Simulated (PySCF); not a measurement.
glycidaldehyde, C₃H₄O₂, SMILES O=C[C@H]1CO1, point group C1.

Force field and properties: B3LYP/pcSseg-1 (PySCF, grid level 2). Vibrational terms come from second-order perturbation theory with semi-diagonal cubic constants, by steps of ±0.6 along the normal coordinates of each isotopologue. The parent has the commonest isotopes.

Equilibrium geometry (Å):

| atom | x | y | z |
| --- | --- | --- | --- |
| O1 | 2.2895 | 0.7511 | 0.2727 |
| C2 | 1.3644 | 0.1229 | -0.1773 |
| C3 | 0.0601 | -0.0491 | 0.5303 |
| C4 | -1.1946 | 0.0231 | -0.2493 |
| O5 | -0.6718 | -1.2259 | 0.1659 |
| H6 | 1.4109 | -0.3841 | -1.1691 |
| H7 | 0.0526 | 0.2147 | 1.5883 |
| H8 | -2.0995 | 0.3552 | 0.2608 |
| H9 | -1.1573 | 0.2161 | -1.3230 |

Question: Give the equilibrium and ground-state rotational constants (MHz) of parent; ¹³C at 2; ²H at 8.

Answer: 
```tsv
species	Ae	Be	Ce	A0	B0	C0	Δ0 (u Å²)	harmonic ZPE (cm⁻¹)
parent	18433	3247.2	3117.1	18249	3230.5	3097.4	-20.974	14543
¹³C at 2	18346	3224.7	3098.5	18164	3208.1	3079.1	-21.222	14493
²H at 8	17376	3149.1	3005.1	17206	3132.9	2986.1	-21.441	13824
```

Δ0 = Ic − Ia − Ib from the ground-state constants.

Question: How is the parent's vibrational correction B0 − Be made up?

Answer: 
| axis | harmonic | Coriolis | cubic | total (MHz) |
| --- | --- | --- | --- | --- |
| a | 41.1 | -51.4 | -173 | -184 |
| b | 3.65 | -1.09 | -19.3 | -16.8 |
| c | 2.16 | -2.1 | -19.7 | -19.6 |

Question: And its quartic centrifugal distortion constants from the harmonic force field?

Answer: Asymmetric top, A reduction, Ir representation: ΔJ = 0.534 kHz, ΔJK = 11.1 kHz, ΔK = 18.2 kHz, δJ = 0.0201 kHz, δK = 2.81 kHz.

A mode lies under 250 cm⁻¹, where this perturbation treatment is rough. Internal rotors are held in one well.
